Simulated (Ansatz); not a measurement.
C$_{2}$H$_{3}$O (`C=C[O]`) radical, relaxed with UKS PBE0-D4/def2-TZVP in Ansatz from a PBE-D4/def2-SVP geometry. The force threshold is 0.005 eV/Å; the program also tests the step.

The species carries charge 0 and has multiplicity 2.

Start:

```xyz
6

C    -0.306    0.370    0.550
C     0.296   -0.348   -0.539
O     0.595   -1.550   -0.485
H    -0.518   -0.164    1.489
H    -0.555    1.439    0.460
H     0.489    0.253   -1.475
```

| step | energy (eV) | largest force (eV/Å) | largest move (Å) |
| --- | --- | --- | --- |
| 1 | -4164.8854 | 1.017 | 0.000 |
| 2 | -4164.9170 | 0.187 | 0.020 |
| 3 | -4164.9189 | 0.065 | 0.006 |
| 4 | -4164.9190 | 0.024 | 0.003 |
| 5 | -4164.9190 | 0.002 | 0.001 |

End:

```xyz
6

C    -0.303    0.366    0.545
C     0.292   -0.337   -0.536
O     0.586   -1.526   -0.479
H    -0.511   -0.160    1.469
H    -0.550    1.418    0.460
H     0.487    0.240   -1.459
```

Run time 12 s (2 threads of a server CPU on a shared host); peak host memory 0.22 GiB.
